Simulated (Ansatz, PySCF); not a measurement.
Process, species as SMILES: C=C (C2H4) [ethene] -> C=C (C2H4) as doublet, charge +1 + e-
Geometries: B3LYP-D3(BJ)/def2-TZVP minima from Ansatz (an electronic-structure program).

Property: adiabatic ionisation energy (0 K, with B3LYP-D3(BJ) harmonic zero-point energies from PySCF), in eV. Correlated levels leave the core frozen unless marked. UHF or UKS for open shells. Spin-orbit coupling is left out. Non-relativistic. CBS(X,Y): correlation extrapolated as X^-3; Hartree-Fock from the larger set. The bracket is a focal-point correction in the basis named.

```
level                                                                program  adiabatic ionisation energy (eV)
-------------------------------------------------------------  -------------  --------------------------------
TPSS-D4/def2-TZVPD                                             PySCF + dftd4                             10.17
BHLYP/def2-TZVPD                                                      Ansatz                             10.02
PW6B95-D4/def2-TZVPD                                           PySCF + dftd4                             10.35
SCS-MP2/STO-3G                                                        Ansatz                              8.57
SCS-MP2/6-31G                                                         Ansatz                              9.83
SCS-MP2/aug-cc-pVDZ                                                   Ansatz                             10.24
SCS-MP2/cc-pwCVTZ                                                     Ansatz                             10.38
RI-MP2/CBS(aug-cc-pVTZ,aug-cc-pVQZ)+[CCSD(T)-MP2]/aug-cc-pVTZ         Ansatz                        (withheld)
```

Task: Some entries are withheld; supply them.

Result: 
- RI-MP2/CBS(aug-cc-pVTZ,aug-cc-pVQZ)+[CCSD(T)-MP2]/aug-cc-pVTZ, adiabatic ionisation energy (eV): 10.52
